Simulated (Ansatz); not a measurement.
# BOF (SMILES O=BF): a chain of runs

We compute a series of 42 runs (HF/STO-3G, UHF/STO-3G, HF/3-21G, UHF/3-21G, HF/6-31G*, UHF/6-31G*, B3LYP/6-31G*, UB3LYP/6-31G*, and more) of BFO. 

The results are computed with Ansatz 0.2.0.

## Step 1: The system as given

BOF has 3 atoms, charge 0, and is taken as a singlet. SMILES: `O=BF`. Geometry: relaxed at PBE0-D4/def2-TZVP. The run starts from this shape.

Bond lengths: O1–B2 1.206 Å, B2–F3 1.282 Å. Angles: O1–B2–F3 180.0°.

## Step 2: A geometry optimisation at HF/STO-3G (run 1)

in.yaml reads:

```yaml
crystal:
  periodic: [false, false, false]
  atoms:
    - {symbol: O, position_ang: [0.983100, -0.565100, 0.479900]}
    - {symbol: B, position_ang: [0.020300, -0.011600, 0.009900]}
    - {symbol: F, position_ang: [-1.003400, 0.576800, -0.489800]}
basis:
  gaussian:
    orbitals: STO-3G
relax:
  f_tol: 0.002
output: {orbitals: {seedname: orbitals}}
hamiltonian:
  xc: hf
```

Started as:

```sh
ansatz run in.yaml --threads 1 --pin off --max-ram 3480MiB --events-out events.jsonl --progress --plain --runs-dir runs
```

Log:

```text
Warning: RAYON_NUM_THREADS=1 ignored (pool sized by the plan → 1); use --threads N
The last accepted step is kept in runs//last_step.txt (removed where the run ends without a failure and the disk answers)
[... 37 lines left out ...]
Total energy: -5342.37490550 eV, -196.3286565854 hartree
[... 3 lines left out ...]
Dipole moment:    -0.238158     0.136922    -0.116261 e Å
```

It took 0.78 s on 1 thread of Arm Neoverse V1, shared host.

Step by step:

```tsv
step	energy from the first frame kept (eV)	largest force (eV/Å)
1	0.0000	2.6766
2	-0.0216	0.2552
3	-0.0222	0.0086
4	-0.0222	0.0003
```

After the run. Bond lengths: O1–B2 1.188 Å, B2–F3 1.295 Å. Angles: O1–B2–F3 180.0°.

## Step 3: The harmonic vibrations at HF/STO-3G (run 2)

job.yaml reads:

```yaml
basis:
  gaussian:
    orbitals: STO-3G
crystal:
  periodic: [false, false, false]
  atoms:
    - {symbol: O, position_ang: [0.977055, -0.561618, 0.476947]}
    - {symbol: B, position_ang: [0.028420, -0.016281, 0.013867]}
    - {symbol: F, position_ang: [-1.005475, 0.577999, -0.490815]}
hamiltonian:
  xc: hf
phonons:
  temperatures: {t_min: 298.15, t_max: 298.15, t_step: 1}
```

Started as:

```sh
ansatz run job.yaml --threads 1 --pin off --max-ram 3480MiB --events-out events.jsonl --progress --plain --runs-dir runs
```

Log:

```text
Warning: RAYON_NUM_THREADS=1 ignored (pool sized by the plan → 1); use --threads N
[... 107 lines left out ...]
Total energy: -5342.37490550 eV, -196.3286565854 hartree
[... 3 lines left out ...]
Dipole moment:    -0.238158     0.136923    -0.116262 e Å
Vibrations: 480.64 480.64 1109.05 2441.92 cm⁻¹, zero-point energy 0.279724 eV
```

It took 1.5 s on 1 thread of Arm Neoverse V1, shared host.

Runs 3 to 34 aren't shown in full; the table further down has their settings and results.

## Step 4: A structure relaxation at PBE-D3(BJ)/def2-TZVP (run 35)

in.yaml, as its differences from that of step 2:

```diff
@@ -8,7 +8,9 @@
   gaussian:
-    orbitals: STO-3G
+    orbitals: def2-TZVP
+hamiltonian:
+  xc: {name: PBE}
+  dispersion: d3bj
 relax:
   f_tol: 0.002
-output: {orbitals: {seedname: orbitals}}
-hamiltonian:
-  xc: hf
+output:
+  orbitals: {seedname: orbitals}
```

Started as:

```sh
ansatz run in.yaml --threads 1 --pin off --max-ram 3480MiB --events-out events.jsonl --progress --plain --runs-dir runs
```

Log, shortened:

```text
Warning: RAYON_NUM_THREADS=1 ignored (pool sized by the plan → 1); use --threads N
[... 1 set-up line as earlier in the session ...]
[... 6 lines left out ...]
476 factors; their error is unknown
[... 10 lines left out ...]
476 factors; their error is unknown
[... 5 lines left out ...]
476 factors; their error is unknown
[... 6 lines left out ...]
476 factors; their error is unknown
[... 4 lines left out ...]
476 factors; their error is unknown
[... 3 lines left out ...]
Total energy: -5439.10593048 eV, -199.8834561869 hartree
[... 3 lines left out ...]
Dipole moment:    -0.340265     0.195614    -0.166104 e Å
```

Wall time 5.7 s (1 thread of Arm Neoverse V1, shared host); peak memory 0.11 GiB.

The path in brief:

```tsv
step	energy from the first frame kept (eV)	largest force (eV/Å)
1	0.0000	1.1853
2	-0.0117	0.2444
3	-0.0124	0.0223
4	-0.0124	0.0015
```

After the run. Bond lengths: O1–B2 1.219 Å, B2–F3 1.295 Å. Angles: O1–B2–F3 180.0°.

Runs 36 to 41 aren't shown in full; the table further down has their settings and results.

## Step 5: The doublet cation: a geometry optimisation at UMP2/aug-cc-pVDZ (run 42)

run.yaml reads:

```yaml
crystal:
  periodic: [false, false, false]
  atoms:
    - {symbol: O, position_ang: [1.003872, -0.577029, 0.490037]}
    - {symbol: B, position_ang: [0.023114, -0.013239, 0.011279]}
    - {symbol: F, position_ang: [-1.026985, 0.590368, -0.501316]}
basis:
  gaussian: {orbitals: aug-cc-pVDZ}
total_charge: 1
magnetization: {spin_polarized: true, initial_magnetization: 1}
correlation: {method: mp2}
relax: {}
```

Started as:

```sh
ansatz run run.yaml --threads 1 --pin off --max-ram 3480MiB --events-out events.jsonl --progress --plain --runs-dir runs
```

Log:

```text
Warning: RAYON_NUM_THREADS=1 ignored (pool sized by the plan → 1); use --threads N
[... 1 set-up line as earlier in the session ...]
[... 13 lines left out ...]
3 core orbitals not correlated: weight in the atoms' cores, before any rotation towards them, 1.000 or more for the frozen orbitals, at most 0.000 for the correlated occupied ones
[... 32 lines left out ...]
3 core orbitals not correlated: weight in the atoms' cores, before any rotation towards them, 1.000 or more for the frozen orbitals, at most 0.000 for the correlated occupied ones
[... 25 lines left out ...]
Dipole moment:     0.050661    -0.029116     0.024729 e Å
Checks for a lower state left out: cluster_reference
```

It took 17 s on 1 thread of Arm Neoverse V1, shared host; peak memory 0.15 GiB.

The path in brief:

```tsv
step	energy from the first frame kept (eV)	largest force (eV/Å)
1	0.0000	9.8585
2	-0.3702	2.9743
3	-0.4098	0.2947
4	-0.4108	0.0711
5	-0.4109	0.0218
6	-0.4109	0.0001
```

After the run. Bond lengths: O1–B2 1.329 Å, B2–F3 1.252 Å. Angles: O1–B2–F3 180.0°.

## Step 6: All runs side by side

```tsv
run	level	task	walk f tol	partner	energy (Eh)	dipole moment (D)	wall time
1	HF/STO-3G	optimise	0.002	base	-196.328657	1.43	0.78 s
2	HF/STO-3G	frequencies	–	base	-196.328657	1.43	1.5 s
3	UHF/STO-3G	energy	–	cation	-195.986000	–	0.16 s
4	UHF/STO-3G	optimise	–	cation	-196.025855	–	1.4 s
5	HF/3-21G	optimise	0.002	base	-197.982886	1.91	0.84 s
6	HF/3-21G	frequencies	–	base	-197.982886	1.91	1.7 s
7	UHF/3-21G	energy	–	cation	-197.547151	–	0.28 s
8	UHF/3-21G	optimise	–	cation	-197.571026	–	2 s
9	HF/6-31G* (Cartesian functions)	optimise	0.002	base	-199.076505	2.32	1.6 s
10	HF/6-31G* (Cartesian functions)	frequencies	–	base	-199.076505	2.32	4.2 s
11	UHF/6-31G* (Cartesian functions)	energy	–	cation	-198.644780	–	0.62 s
12	UHF/6-31G* (Cartesian functions)	optimise	–	cation	-198.665333	–	4.2 s
13	B3LYP/6-31G* (Cartesian functions)	optimise	0.002	base	-199.999605	2.04	3 s
14	B3LYP/6-31G* (Cartesian functions)	frequencies	–	base	-199.999605	2.04	7.8 s
15	UB3LYP/6-31G* (Cartesian functions)	energy	–	cation	-199.513781	–	6.3 s
16	UB3LYP/6-31G* (Cartesian functions)	optimise	–	cation	-199.528893	–	28 s
17	PBE/def2-SVP	optimise	0.002	base	-199.641075	1.87	2.5 s
18	PBE/def2-SVP	frequencies	–	base	-199.641075	1.87	6 s
19	UPBE/def2-SVP	energy	–	cation	-199.152254	–	5.4 s
20	UPBE/def2-SVP	optimise	–	cation	-199.164579	–	24 s
21	MP2/6-31G* (Cartesian functions)	optimise	0.002	base	-199.500758	1.90	2.2 s
22	MP2/6-31G* (Cartesian functions)	frequencies	–	base	-199.500758	1.90	6.6 s
23	UMP2/6-31G* (Cartesian functions)	energy	–	cation	-199.011572	–	0.58 s
24	UMP2/6-31G* (Cartesian functions)	optimise	–	cation	-199.026837	–	4.5 s
25	MP2/cc-pVTZ	optimise	0.002	base	-199.726493	1.99	7.2 s
26	MP2/cc-pVTZ	frequencies	–	base	-199.726493	1.99	25 s
27	UMP2/cc-pVTZ	energy	–	cation	-199.224529	–	2 s
28	UMP2/cc-pVTZ	optimise	–	cation	-199.239665	–	18 s
29	CCSD(T)/cc-pVTZ	optimise	0.002	base	-199.744053	2.02	4 min
30	CCSD(T)/cc-pVTZ	frequencies	–	base	-199.744053	2.02	15 min
31	CCSD(T)/cc-pVDZ	optimise	0.002	base	-199.543877	1.78	16 s
32	CCSD(T)/cc-pVDZ	frequencies	–	base	-199.543877	1.78	59 s
33	UCCSD(T)/cc-pVDZ	energy	–	cation	-199.062309	–	3.3 s
34	UCCSD(T)/cc-pVDZ	optimise	–	cation	-199.078523	–	60 s
35	PBE-D3(BJ)/def2-TZVP	optimise	0.002	base	-199.883456	2.05	5.7 s
36	PBE-D3(BJ)/def2-TZVP	frequencies	–	base	-199.883456	2.05	14 s
37	UPBE-D3(BJ)/def2-TZVP	energy	–	cation	-199.392037	–	13 s
38	UPBE-D3(BJ)/def2-TZVP	optimise	–	cation	-199.404763	–	67 s
39	MP2/aug-cc-pVDZ	optimise	0.002	base	-199.570478	1.97	6 s
40	MP2/aug-cc-pVDZ	frequencies	–	base	-199.570478	1.97	20 s
41	UMP2/aug-cc-pVDZ	energy	–	cation	-199.067215	–	1.7 s
42	UMP2/aug-cc-pVDZ	optimise	–	cation	-199.082316	–	17 s
```

## Step 7: Outcome

| quantity | value |
| --- | --- |
| doublet cation, run 42: total energy at the end | -199.08232 Eh |
| doublet cation, run 42: correlation energy (3 core orbitals frozen) | -405.7 mEh |
| doublet cation, run 42: ⟨S²⟩ of the reference determinant | 0.757 |
| vertical ionisation energy (to the doublet cation), HF/6-31G* | 11.748 eV |
| vertical ionisation energy (to the doublet cation), PBE/def2-SVP | 13.301 eV |
| vertical ionisation energy (to the doublet cation), MP2/6-31G* | 13.311 eV |
| vertical ionisation energy (to the doublet cation), MP2/cc-pVTZ | 13.659 eV |
| adiabatic ionisation energy (to the doublet cation, no zero-point term), B3LYP/6-31G* | 12.809 eV |
| adiabatic ionisation energy (to the doublet cation, no zero-point term), MP2/cc-pVTZ | 13.247 eV |
| adiabatic ionisation energy (to the doublet cation, no zero-point term), CCSD(T)/cc-pVDZ | 12.663 eV |
| adiabatic ionisation energy (to the doublet cation, no zero-point term), PBE-D3(BJ)/def2-TZVP | 13.026 eV |

In words: At HF/6-31G*: removing an electron at fixed nuclei costs 11.75 eV (1133 kJ/mol). At PBE/def2-SVP: removing an electron at fixed nuclei costs 13.30 eV (1283 kJ/mol). At MP2/6-31G*: removing an electron at fixed nuclei costs 13.31 eV (1284 kJ/mol). At MP2/cc-pVTZ: the vertical ionisation energy comes to 13.66 eV (1318 kJ/mol). At B3LYP/6-31G*: the adiabatic ionisation energy (to the doublet cation, no zero-point term) is 12.81 eV (1236 kJ/mol). At MP2/cc-pVTZ: the adiabatic ionisation energy (to the doublet cation, no zero-point term) is 13.25 eV (305 kcal/mol). Totals of different functionals can't be ranked against each other. In runs 1, 2, 3, 4 the basis is minimal, so the values are rough. All runs together took 26 min, the longest 15 min.
